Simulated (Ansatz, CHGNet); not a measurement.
## hcp Ti, volume per atom

Reference value: 17.50 Å³/atom (measured, copied from a table, unchecked, extrapolated to 0 K and zero-point effects removed; as tabulated in Lejaeghere et al. (2013), arXiv:1204.2733).

```
level (code)            value (Å³/atom)  error (%)
----------------------  ---------------  ---------
CHGNet-r²SCAN                     17.38       -0.7
LDA (Ansatz)                      16.11       -7.9
BLYP (Ansatz)                     17.79       +1.7
PBE (Ansatz)                      17.39       -0.6
revPBE (Ansatz)                   17.76       +1.5
PBE-D3(BJ) (Ansatz)               16.51       -5.7
PBEsol-D3(BJ) (Ansatz)            15.89       -9.2
rVV10 (Ansatz)                    17.41       -0.5
r²SCAN (Ansatz)                   17.31       -1.1
r²SCAN-D4 (Ansatz)                17.22       -1.6
HSE06 (Ansatz)                    17.20       -1.7
```

Once the reference is moved by up to 2.0 % (a margin picked here for doubts on the reference and the settings) and values within 0.3 % count as equal, the nearest can be rVV10 (-0.5 %), PBE (-0.6 %), CHGNet-r²SCAN (-0.7 %), r²SCAN (-1.1 %), revPBE (+1.5 %), r²SCAN-D4 (-1.6 %), BLYP (+1.7 %) or HSE06 (-1.7 %). Among them PBEsol-D3(BJ) (-9.2 %) misses by most.

The crystal itself was run without spin with LDA, BLYP, PBE, revPBE, PBE-D3(BJ), PBEsol-D3(BJ), rVV10, r²SCAN, r²SCAN-D4, HSE06; a magnetic state was not tried in these runs. HSE06: exact exchange on metals is sensitive to the k mesh and can open a false gap. HSE06: the run warned that the count of filled bands differs between k points. Cutoffs and k meshes differ between the levels. Ansatz's density-functional and Hartree–Fock values are scalar-relativistic unless marked +SOC, with PAW data made under PBE.

Machine-learned potentials (CHGNet-r²SCAN) are trained on DFT data: a solid inside that data is no test of them.

Differences are worked out from the printed values.

Ansatz is a program for electronic structure.
